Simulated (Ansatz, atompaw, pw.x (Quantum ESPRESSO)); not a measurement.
What a changed setting does to a pw.x run (fcc H)

Potential: PAW, atompaw 4.2.0.5, PBEsol; core none, reference 1s1; waves: 1s (bound): rc 1.35 bohr; 1s channel at 3.3 Ry: rc 1.35 bohr; 2p channel at 0.1 Ry: rc 1.35 bohr; 2p channel at 0.85 Ry: rc 1.35 bohr; local part: troulliermartins scheme with l = 2 at 0 Ry, radius 1.10 bohr; core correction: none; augmentation: besselshape compensation charge, radius 1.30 bohr; PAW radius 1.35 bohr; waves and projectors: custom polynom2 7 10 vanderbiltortho.

The reference run (k-mesh 18³, cutoffs 40/400 Ry, Fermi–Dirac 0.01 Ry, mixing_beta 0.4, conv_thr 1e-9, no spin) gives -0.15 GPa at 2.917 Å³/atom, where all-electron LAPW gives -0.10 GPa. This run, with its own iteration cap, changes degauss to 0.02.

```
&control
  calculation='scf', prefix='x', pseudo_dir='./', outdir='./tmp', tstress=.true., disk_io='none'
/
&system
  ibrav=0, nat=1, ntyp=1, ecutwfc=40, ecutrho=400, nbnd=7,
  occupations='smearing', smearing='fd', degauss=0.02
/
&electrons
  conv_thr=1e-09, mixing_beta=0.4, electron_maxstep=50
/
ATOMIC_SPECIES
H 1.0 H.UPF
CELL_PARAMETERS angstrom
  0.00000000 1.13405855 1.13405855
  1.13405855 0.00000000 1.13405855
  1.13405855 1.13405855 0.00000000
ATOMIC_POSITIONS crystal
H 0.0000 0.0000 0.0000
K_POINTS automatic
18 18 18 0 0 0
```

```bash
pw.x < H.scf.in > H.scf.out
```

Q: How does the run end?

A: It converges in 3 iterations; the free energy moves by -9.3 meV/atom and the pressure by +0.39 GPa. In a metal, with Fermi–Dirac smearing, F lies below its zero-width value by a term in the square of the width.

```
Message from routine setup:
     using ibrav=0 with symmetry is DISCOURAGED, use correct ibrav instead
     lattice parameter (alat)  =       3.0307  a.u.
     unit-cell volume          =      19.6849 (a.u.)^3
     number of electrons       =         1.00
     number of Kohn-Sham states=            7
     kinetic-energy cutoff     =      40.0000  Ry
     charge density cutoff     =     400.0000  Ry
     scf convergence threshold =      1.0E-09
     Exchange-correlation= SLA PW PSX PSC
     number of k points=   195  Fermi-Dirac smearing, width (Ry)=  0.0200
     iteration #  1     ecut=    40.00 Ry     beta= 0.40
     total energy              =      -1.07236665 Ry
     estimated scf accuracy    <       0.00000704 Ry
     iteration #  2     ecut=    40.00 Ry     beta= 0.40
     total energy              =      -1.07234823 Ry
     estimated scf accuracy    <       0.00000260 Ry
     iteration #  3     ecut=    40.00 Ry     beta= 0.40
     the Fermi energy is     4.0308 ev
!    total energy              =      -1.07234832 Ry
     estimated scf accuracy    <          5.4E-10 Ry
     smearing contrib. (-TS)   =      -0.00181767 Ry
     The total energy is F=E-TS. E is the sum of the following terms:
     one-electron contribution =       0.64574748 Ry
     hartree contribution      =       0.01578454 Ry
     xc contribution           =      -0.66267590 Ry
     ewald contribution        =      -1.06969985 Ry
     one-center paw contrib.   =       0.00031309 Ry
     convergence has been achieved in   3 iterations
          total   stress  (Ry/bohr**3)                   (kbar)     P=        2.34
     Message from routine punch:
     Nothing written, as per user request (disk_io='none')
```

The run took about 2.2 s on one core of a shared host (Intel(R) Xeon(R) Platinum 8259CL CPU @ 2.50GHz, 96 threads, 755 GiB, load 31).
